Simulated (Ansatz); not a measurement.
# BNH2+ (doublet): wave-function methods side by side, cc-pVTZ

One table from this session's results is given with a row withheld; the runs are named, their logs left out.

Computed with Ansatz 0.2.0, Gaussian basis. Level: cc-pVTZ, core rule «outside noble gas», up to 2 orbitals frozen.

To be run: UHF; CCSD(T) on ROHF; CCSD(T) on UHF; BCCD(T) on ROHF; CCSDT(Q) on ROHF; CCSDT(Q) on UHF; CASSCF and MRCISD+Q, 9 electrons in 10 orbitals; CASSCF and NEVPT2, 9 electrons in 10 orbitals.

3 further runs of the same task are left out: 3 set aside as unsound or not needed. Runs told in other sessions of the task aren't counted.

## The geometry

The geometry is a PBE0/def2-TZVP stationary point (not a proven minimum) of the parent state, kept for this charge and spin.

4 atoms, charge 1, spin multiplicity 2.

Atoms are counted from 1 here; the program's logs count them from 0.

Bond lengths: B1–N2 1.233 Å, B1–H3 1.172 Å, N2–H4 0.991 Å. Angles: N2–B1–H3 180.0°, B1–N2–H4 180.0°.

The first run:

Input file in.yaml:

```yaml
crystal:
  periodic: [false, false, false]
  atoms:
    - {symbol: B, position_ang: [0.000000, 0.000000, 0.571255]}
    - {symbol: N, position_ang: [0.000000, 0.000000, -0.661337]}
    - {symbol: H, position_ang: [0.000000, 0.000000, 1.742910]}
    - {symbol: H, position_ang: [0.000000, 0.000000, -1.652828]}
basis:
  gaussian: {orbitals: cc-pVTZ}
total_charge: 1
magnetization: {spin_polarized: true, initial_magnetization: 1}
hamiltonian: {xc: hf}
output: {orbitals: {seedname: orbitals}}
```

Run with:

```
> ansatz run in.yaml --threads 1 --pin off --events-out ev --progress --plain --max-ram 2816MiB --backend cpu
```

Steps of the session up to this table: UHF; CCSD(T) on ROHF; CCSD(T) on UHF; BCCD(T) on ROHF; CCSDT(Q) on ROHF; CCSDT(Q) on UHF; CASSCF and MRCISD+Q, 9 electrons in 10 orbitals; CASSCF and NEVPT2, 9 electrons in 10 orbitals.

One of the session's tables, all rows but one given; the rest of the session is left out.

| method | from UCCSDT(Q) (meV) |
| --- | --- |
| ROHF | +7293.6 |
| UHF | +7182.4 |
| RMP2 | +883.0 |
| UMP2 | +895.4 |
| RCCSD | +256.8 |
| UCCSD | +254.0 |
| RCCSD(T) | +28.9 |
| UCCSD(T) | +28.5 |
| BCCD(T) | ? |
| RCCSDT | +9.9 |
| UCCSDT | +9.0 |
| RCCSDT(Q) | +1.7 |
| UCCSDT(Q) | 0 |
| CASSCF valence | +4315.0 |
| NEVPT2 valence | +921.8 |
| MRCISD valence | +219.6 |
| MRCISD+Q valence | +43.4 |

Estimate the missing values for BCCD(T).

As computed: from UCCSDT(Q) (meV): +29.6. In the column «from UCCSDT(Q) (meV)» it lies between RCCSD(T) (+28.9) and MRCISD+Q valence (+43.4).

To keep in mind: Restricted and unrestricted rows rest on different reference determinants; a gap between their highest levels can come from leftover correlation error, from unlike frozen cores or from another state.
